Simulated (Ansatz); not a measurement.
Geometry optimisation, Ansatz, UKS B3LYP-D4/def2-SVP.

Input file:

```yaml
crystal:
  periodic: [false, false, false]
  atoms:
    - { symbol: C, position_ang: [-1.9501, -0.521, 0.4727] }
    - { symbol: C, position_ang: [-1.0811, 0.107, -0.0384] }
    - { symbol: O, position_ang: [-0.0999, 0.7721, -0.6119] }
    - { symbol: C, position_ang: [1.2464, 0.2059, -0.2229] }
    - { symbol: F, position_ang: [2.1507, 0.9133, -0.8455] }
    - { symbol: H, position_ang: [-2.824, -0.9726, 0.8964] }
    - { symbol: H, position_ang: [1.3561, 0.2613, 0.8666] }
    - { symbol: H, position_ang: [0.16296, 1.30123, -1.40627] }
magnetization:
  spin_polarized: true
basis:
  gaussian: { orbitals: def2-SVP }
hamiltonian:
  xc: b3lyp
  dispersion: d4
relax:
  f_tol: 0.02
  max_steps: 50
```

Run as:

```bash
$ ansatz run input.yaml --threads 2 --pin off --max-ram 3072MiB --backend cpu --events-out ev --progress --plain --runs-dir out
```

**Question.** Where does it end, and by what steps?

**Answer.** It converged. After 29 steps the energy has fallen by 2.560 eV; O3 moved furthest, 0.95 Å. Parted: O3–C4 (1.51 → 2.82 Å).

```tsv
step	energy less start (eV)	largest force component (eV/Å)	accepted
0	0.0000	6.016	yes
2	-1.5286	1.561	yes
4	-2.0521	2.563	yes
6	-2.1738	1.040	yes
8	-2.2033	0.129	yes
10	-2.2126	0.105	yes
12	-2.2216	0.295	yes
14	-2.2594	0.995	yes
16	-2.4126	1.056	yes
18	-2.4764	0.586	yes
20	-2.4990	0.890	no
22	-2.5238	0.137	yes
24	-2.5477	0.225	yes
26	-2.5527	0.225	yes
28	-2.5590	0.098	yes
29	-2.5595	0.017	yes
```

```xyz
8
Properties=species:S:1:pos:R:3
C -2.299 -0.455 0.427
C -1.618 0.281 -0.257
O -0.910 1.076 -0.994
C 1.743 0.523 -0.223
F 2.858 0.955 -0.700
H -2.910 -1.100 1.025
H 2.029 -0.157 0.624
H 0.068 0.943 -0.792
```

Whether the end is a true minimum wasn't checked by a vibrational analysis.

Time of the run: 4.1 min on 2 threads of Arm Neoverse N1, with other jobs on the host, peak memory 0.25 GiB.
